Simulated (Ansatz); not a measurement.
## Which is lower?

Two relaxed structures of BSiH$_{4}$O (charge +1), singlet (PBE0-D4/def2-TZVP; forces vanish, vibrations not checked).

A:

B1  (-1.332, 0.208, -0.660)
O2  (-0.100, 0.016, -0.050)
Si3  (1.276, -0.199, 0.632)
H4  (-1.330, 0.243, -1.845)
H5  (-2.264, 0.318, 0.065)
H6  (2.057, 0.998, 0.967)
H7  (1.693, -1.583, 0.890)
(Å)

B:

```tsv
atom	x (Å)	y (Å)	z (Å)
B1	-1.3906	0.2038	-0.5121
O2	-0.3434	0.0303	0.0805
Si3	1.1960	-0.2247	0.9528
H4	0.7440	-0.2436	2.3511
H5	-2.4014	0.3712	-1.0841
H6	1.9689	0.9553	0.5402
H7	1.6394	-1.5123	0.4002
```

Ansatz 0.2.0; basis: def2-TZVPP; cores frozen in the correlated methods. B3LYP uses VWN-RPA correlation.

Problem. Which structure is lower at CCSD(T), and by how much? (An estimate is asked for; the value comes from the calculation.)

Solution. Computed: B, by 76.5 kJ/mol (electronic energy, against the other). By their contacts, A is BSiH₄O ([BH2][O][SiH2]), total charge +1 and B is BSiH₄O ([BH][O][SiH3]), total charge +1.

All methods give the same order:

```json
{"method": "PBE-D4", "E(B) − E(A) (kJ/mol)": "-69.2"}
{"method": "r2SCAN-D4", "E(B) − E(A) (kJ/mol)": "-71.1"}
{"method": "PBE0-D4", "E(B) − E(A) (kJ/mol)": "-71.0"}
{"method": "B3LYP-D4", "E(B) − E(A) (kJ/mol)": "-71.0"}
{"method": "wB97M-V", "E(B) − E(A) (kJ/mol)": "-76.2"}
{"method": "HF", "E(B) − E(A) (kJ/mol)": "-76.2"}
{"method": "MP2", "E(B) − E(A) (kJ/mol)": "-76.5"}
{"method": "CCSD", "E(B) − E(A) (kJ/mol)": "-75.1"}
{"method": "CCSD(T)", "E(B) − E(A) (kJ/mol)": "-76.5"}
```

T1 diagnostic: at most 0.016.

Labels in which every atom is bracketed show which atoms are joined, not bond orders.

For scale, one of the runs: CCSD(T)/def2-TZVPP, 160 basis functions, launched by `ansatz run in.yaml --threads 2 --pin off --events-out ev --progress --plain --max-ram 4352MiB`. Hardware: 2 CPU threads of an Intel Xeon Platinum 8488C, shared host. Wall time 10 s; peak host memory 1.1 GiB.
